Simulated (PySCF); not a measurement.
**AlCl⁺: everyday levels beside a composite calculation**

PySCF; the state is a doublet (σ ↑). The composite is CCSD(T) extrapolated to the basis-set limit from two correlation-consistent sets, with core-valence (CV) and scalar-relativistic (SR) terms as its label shows; it has no spin–orbit coupling and nothing beyond (T). Here it is CCSD(T)/CBS(TQ)+CV+SR. It gives Re = 2.012 Å, ωe = 615 cm⁻¹ and De = 1.96 eV to Al⁺ + Cl.

| level | basis | relativity | Re (Å) | ωe (cm⁻¹) | De (eV) |
| --- | --- | --- | --- | --- | --- |
| UHF-SCS-MP2 | def2-SVP | no relativity | 2.029 | 628 | 1.70 |
| UHF-SCS-MP2 | pcseg-1 | no relativity | 2.029 | 614 | 1.52 |
| LDA | def2-TZVPPD | no relativity | 2.022 | 589 | 2.62 |
| PBE | STO-3G | no relativity | 2.072 | 588 | 1.95 |
| PBE | def2-SVP | no relativity | 2.056 | 571 | 2.21 |
| TPSS | def2-SVP | no relativity | 2.053 | 580 | 2.25 |
| r²SCAN | STO-3G | no relativity | 2.053 | 620 | 2.03 |
| TPSSh | STO-3G | no relativity | 2.062 | 603 | 1.86 |
| PBE0 | STO-3G | no relativity | 2.058 | 604 | 1.73 |
| MN15 | def2-SVP | no relativity | 2.023 | 611 | 2.07 |

**Question.** Give the difference of each row from the composite.

**Answer.** 

```csv
level,basis,ΔRe (pm),Δωe (%),ΔDe (eV)
UHF-SCS-MP2,def2-SVP,+1.7,+2.1,-0.26
UHF-SCS-MP2,pcseg-1,+1.7,-0.2,-0.44
LDA,def2-TZVPPD,+1.0,-4.2,+0.66
PBE,STO-3G,+6.0,-4.4,-0.01
PBE,def2-SVP,+4.4,-7.2,+0.25
TPSS,def2-SVP,+4.1,-5.7,+0.29
r²SCAN,STO-3G,+4.1,+0.8,+0.07
TPSSh,STO-3G,+5.0,-2.0,-0.10
PBE0,STO-3G,+4.6,-1.8,-0.23
MN15,def2-SVP,+1.1,-0.7,+0.11
```

**Question.** Which rows come closest in De?

**Answer.** PBE in STO-3G (-0.01 eV), counted from the composite.

Correlated steps freeze 10 core orbitals. Correlated levels converge slowly with the basis: in double zeta they bind strong bonds too weakly, by up to about 1 eV, and carry superposition errors of some tenths. For an ion De counts to the pair picked by the measured ionisation energies or electron affinities, which need not be the lowest pair at this level. STO-3G is very small, so such numbers show the basis as much as the molecule. The state was picked by a PBE0 search and need not be the measured ground state.
